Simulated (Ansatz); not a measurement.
C4H7N can be A, `CC1CC1=N`, or B, `CCC1=NC1`.

Isolated molecules relaxed with PBE0-D4/def2-TZVP in Ansatz; ΔE leaves out vibrations. CCSD(T)/CBS is the MP2 limit (def2-TZVPP, def2-QZVPP) plus CCSD(T) − MP2 in def2-TZVPP, frozen cores. Functionals use def2-TZVPP. B3LYP here is the variant with VWN-RPA as its local correlation; programs differ in this. One conformer a species, not always the lowest.

(1) Which is lower in electronic energy at CCSD(T)/CBS, and by how much? (Estimate.)

(2) Give E(B) − E(A) in kcal/mol with PBE0-D4, B2PLYP, CCSD(T)/def2-TZVPP, PBE-D4, B3LYP-D4, B3LYP, ωB97M-V. (Best estimate.)

Largest T1 diagnostic: 0.011.

Answers

(1) The calculation gave: A, by 0.6 kcal/mol.

(2) The calculation gave: PBE0-D4 2.9, B2PLYP 0.9, CCSD(T)/def2-TZVPP 0.4, PBE-D4 2.8, B3LYP-D4 2.2, B3LYP 1.9, ωB97M-V 1.8. None reverses the order clearly.
